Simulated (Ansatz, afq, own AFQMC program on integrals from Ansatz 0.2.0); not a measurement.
## Cl, doublet in cc-pVDZ, levels against full CI

A free Cl atom.

Basis cc-pVDZ. Noble-gas cores (and the filled d shells of Ga–Kr and In–Xe) are frozen. Ansatz 0.2.0 and our own AFQMC program on the same integrals; the CISD trial comes from CCSD amplitudes, and released means the phaseless constraint is let go. Free projection: walkers drawn from exp(T), propagated without any constraint. Its projection time is finite, and what remains of the start isn't in its error. Error bars are statistical, one sigma.

Determinant: UHF, the one that the program's search chose, which needn't be the lowest solution.

Full CI on the same integrals is exact in this basis and with this determinant's frozen core.

Cautions: the ph-AFQMC/CISD walk drifts between its halves (2.7 errors).

The T1 diagnostic is 0.0049. The weight of the determinant in the CISD state is 0.950, the ⟨S²⟩ of the determinant is 0.756 and the size of the correlated space is 7 electrons in 13 orbitals.

Reference: full CI, correlation energy -3.486 eV. The released energy is read at 2.40 1/Eh (meV from the phaseless value at times in 1/Eh: -1.5 ± 0.8 at 0.24, -2.9 ± 0.5 at 0.51, -4.9 ± 0.4 at 0.99, -4.3 ± 0.6 at 1.62, -5.1 ± 1.0 at 2.40).

```tsv
level	E − E(reference) (kcal/mol)	share of correlation (%)
HF	80.39	0.00
MP2	11.49	85.71
CCSD	0.95	98.82
CCSD(T)	0.23	99.72
CCSDT	0.10	99.87
CCSDT(Q)	0.01	99.99
CCSDTQ	0.00	100.00
ph-AFQMC/HF	1.14 ± 0.48	98.59
ph-AFQMC/CISD	0.09 ± 0.02	99.89
released AFQMC	-0.03 ± 0.02	100.04
free AFQMC	-0.02 ± 0.02	100.02
```

CCSDT and higher add their correlation energy to the determinant of the CCSD(T) run, since their own runs factorise the integrals more tightly (a shift of under 2 meV). Free projections are given only where their last times agree within the noise and don't stop above the reference; a slow remainder of the start can still hide under it. A walk keeps the symmetry of its determinant, which the program's search chose and which needn't be the lowest solution, so a lower state of the same spin and another symmetry isn't excluded. Released energies are given only where the last usable release times agree within the noise; a slower fall can still hide under it.
